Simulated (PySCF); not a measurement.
PySCF job for F2, SMILES FF (connectivity only; charge and spin as stated), charge +1, multiplicity 2, PBE/pcH-1. The structure is a stationary point at PBE0-D3(BJ)/def2-TZVPD. The multiplicity is an assumed one; other spin states were not compared.

```python
import numpy as np
from pyscf import gto, scf, dft
from pyscf.prop.hfc import uks as hfc
from pyscf.prop.gtensor import uks as gtensor

mol = gto.M(
    atom='''
    F     0.00000000    0.00000000   -0.63653559
    F     0.00000000    0.00000000    0.63653559
    ''',
    basis='pcH-1',
    charge=1,
    spin=1,
    max_memory=1600,
    verbose=3,
)
mf = dft.UKS(mol, xc='pbe')
mf.grids.level = 3
mf.conv_tol = 1e-10
mf.max_cycle = 100
mf.kernel()
fine, coarse = mf.grids, dft.Grids(mol).set(level=1).build(with_non0tab=True)
for _ in range(3):  # follow internal instabilities
    mf.grids = coarse
    mo, _, stable, _ = mf.stability(return_status=True, nroots=4)
    mf.grids = fine
    if stable:
        break
    mf.kernel(mf.make_rdm1(mo, mf.mo_occ))
A = hfc.HFC(mf).make_fcdip(mf.make_rdm1())  # Fermi contact and dipolar terms, MHz
print('atom   A(iso)/MHz   principal dipolar parts/MHz')
for i, a in enumerate(A):
    w = np.linalg.eigvalsh((a + a.T) / 2)
    print(f'{mol.atom_symbol(i):2s}{i + 1:3d} {w.mean():12.2f}', (w - w.mean()).round(2))
gt = gtensor.GTensor(mf)
gt.dia_soc2e, gt.para_soc2e, gt.so_eff_charge = None, None, True
gt.max_cycle_cphf = 60
g = gt.kernel()
```

Program output:

```

WARN: HOMO -0.341185379373743 >= LUMO -0.341185379373722

converged SCF energy = -198.776591989916  <S^2> = 0.75107757  2S+1 = 2.0010773
<class 'pyscf.dft.uks.UKS'> wavefunction is stable in the internal stability analysis
atom   A(iso)/MHz   principal dipolar parts/MHz
F   1        92.92 [-1012.65 -1007.8   2020.45]
F   2        92.92 [-1012.65 -1007.8   2020.44]
SOC(1e)/OZ [-2.44977905e-04  1.22358813e-02  3.40297417e-01]
free electron g 2.00231930436182
g-tensor total [2.00169711 2.01426168 2.34236549]
g-shift (ppt) [ -0.62219064  11.94237205 340.04618901]
```

The calculation finished and met its thresholds.

Cost: around 2.3 core-seconds (rough).
